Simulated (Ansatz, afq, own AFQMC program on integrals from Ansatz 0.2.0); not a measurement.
Two steps: Ansatz 0.2.0 writes the Fock matrix and Cholesky factors of the valence space, and afq projects on them the lowest state that overlaps trial and start.

```yaml
crystal:
  periodic: [false, false, false]
  atoms:
    - {symbol: H, position_ang: [0.000000, 0.000000, -0.952333]}
    - {symbol: H, position_ang: [0.000000, 0.000000, 0.018667]}
    - {symbol: H, position_ang: [0.000000, 0.000000, 0.933667]}
basis:
  gaussian: {orbitals: cc-pVTZ}
magnetization: {spin_polarized: true, initial_magnetization: 1}
correlation: {method: ccsd_t, electrons: outside_noble_gas, hamiltonian_folder: ham}
```

```sh
$ ansatz run in.yaml --threads 1 --pin off --events-out ev --progress --plain --max-ram 24576MiB --backend cuda --devices 0, --max-vram 18GiB
```

afq runs on the folder ham with

```
--method phaseless --trial cisd --walkers 4000 --populations 20 --least-time 60 --time-step 0.005 --steps-per-block 50 --equilibration-blocks 28 --max-blocks 4000 --target-error 0.00011 --factor-cut 1e-05 --start spin_pure --seed 813 --release-times 0.24,0.51,0.99,1.62,2.4 --release-step 0.03 --release-every 3 --taylor-order 6
```

Times are imaginary, in 1/Eh. The walk had a cap of 126 s. With eight or more populations the least sampling time is a fifth of least-time, and the error comes from their spread.

afq prints:

```
orbitals 42  electrons 2 1  factors 217 of 217
reference energy -1.60493610 Eh
CCSD correlation -0.05081491 Eh in 9 cycles, weight of the determinant in the CISD state 0.9673
energy of the start -1.655697 Eh
 block  time / (1/Eh)  mean weight  energy / Eh
     1     0.250  1.0001  -1.655776
     2     0.500  1.0001  -1.655888
     3     0.750  0.9998  -1.655987
     4     1.000  1.0001  -1.656076
     5     1.250  1.0000  -1.656088
     8     2.000  0.9997  -1.656220
    11     2.750  1.0001  -1.656293
    14     3.500  1.0000  -1.656286
    17     4.250  0.9997  -1.656283
    20     5.000  1.0000  -1.656282
    23     5.750  1.0002  -1.656300
    26     6.500  1.0002  -1.656270
    29     7.250  0.9998  -1.656275
    32     8.000  1.0000  -1.656286
    35     8.750  0.9999  -1.656314
    38     9.500  1.0000  -1.656241
    41    10.250  1.0001  -1.656246
    44    11.000  0.9999  -1.656248
    47    11.750  1.0002  -1.656312
    50    12.500  0.9999  -1.656292
    53    13.250  1.0000  -1.656310
    56    14.000  1.0001  -1.656262
    59    14.750  1.0000  -1.656331
    62    15.500  0.9999  -1.656326
    65    16.250  1.0002  -1.656288
    68    17.000  1.0001  -1.656306
    71    17.750  1.0000  -1.656291
    73    18.250  1.0000  -1.656344
    74    18.500  1.0001  -1.656310
    77    19.250  1.0000  -1.656271
    78    19.500  1.0001  -1.656275
error from the spread of 20 populations
released: time / (1/Eh)  energy / Eh  error  mean overlap
  0.24  -1.656294  0.000005  1.0005
  0.51  -1.656308  0.000004  0.9979
  0.99  -1.656311  0.000004  0.9943
  1.62  -1.656325  0.000006  0.9880
  2.40  -1.656315  0.000005  0.9848
energy -1.656290 +/- 0.000006 Eh
(rows thinned)
```

The run passed its tests (sampling time, drift between the halves within three errors, error under three times the target), which doesn't prove that it has relaxed.

Against this walk (error 0.2 meV) on the same determinant: CCSD(T) 2.5 meV higher, full CI 0.7 meV lower. The error is statistical and leaves out the bias of the constraint. Released to 2.40 1/Eh the energy lies 0.66 ± 0.21 meV (both errors) below the phaseless value, which shows part or all of the bias of the constraint, and full CI lies 0.1 meV below the released value.

Cautions: constraint bias not in the error.

The walk took 23 s on 1 × NVIDIA H100 80GB HBM3 with 2 threads of AMD EPYC 7R13 Processor (Zen 3), with other jobs on the host (the card was shared). The log's last line is the phaseless energy.

A walk keeps the symmetry of its determinant, which the program's search chose and which needn't be the lowest solution, so a lower state of the same spin and another symmetry isn't excluded.
